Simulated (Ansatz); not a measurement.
## Relaxing RuF₂

Computed with Ansatz 0.2.0, DFT PBE, scalar-relativistic, plane waves, PAW. Cutoff 420 eV, Γ-centred k mesh, Gaussian smearing, collinear spin, first started from parallel moments.

RuF₂ was placed on the tetragonal zirconia structure type (P4_2/nmc, No. 137), with Ru in place of Zr, F in place of O, at a guessed volume.

```
CELL_PARAMETERS angstrom
3.70198 0.00000 0.00000
0.00000 3.70198 0.00000
0.00000 0.00000 5.32942
ATOMIC_POSITIONS crystal
Ru 0.00000 0.00000 0.00000
Ru 0.50000 0.50000 0.50000
F 0.00000 0.50000 0.20300
F 0.00000 0.50000 0.70300
F 0.50000 0.00000 0.29700
F 0.50000 0.00000 0.79700
```

Cell and atoms relax at zero pressure; the relaxation can't lower the symmetry of the start. After a coarse first stage the cell is made exact in the group found at 0.06 Å.

The zero of energy is the elements' standard structures at the same level (F₂ as a molecule); no fitted shifts are applied.

(1) Which crystal results?

(2) What are its volume, energy, gap and moment?

## Answers

(1) It ends in Fm-3m (No. 225). The result has the fluorite structure. Conventional cell: a = 5.487 Å. Ru is coordinated by 8 F at 2.38 Å; around F lie 4 Ru at 2.38 Å and 6 F at 2.74 Å.

```cif
data_structure
_symmetry_space_group_name_H-M 'Fm-3m'
_symmetry_Int_Tables_number 225
_cell_length_a 5.4869
_cell_length_b 5.4869
_cell_length_c 5.4869
_cell_angle_alpha 90.000
_cell_angle_beta 90.000
_cell_angle_gamma 90.000
_cell_volume 165.19
loop_
_atom_site_label
_atom_site_type_symbol
_atom_site_symmetry_multiplicity
_atom_site_Wyckoff_symbol
_atom_site_fract_x
_atom_site_fract_y
_atom_site_fract_z
_atom_site_occupancy
Ru1 Ru 4 a 0.00000 0.00000 0.00000 1
F1 F 8 c 0.25000 0.25000 0.75000 1
```

(2) The volume per atom is 13.77 Å³ and the density is 5.59 g/cm³. The energy over the elements is -0.73 eV/atom and the gap on the 14×14×14 mesh is 0 eV (a metal). The net moment per atom is 1.33 μB and the largest site moment is 3.05 μB.

The final run used a 14×14×14 mesh on its 3-atom cell and 0.10 eV smearing. For metals, differences of a few meV/atom aren't resolved. A structure relaxed within its symmetry needn't be a true minimum. The steps took roughly 3 core-minutes in all.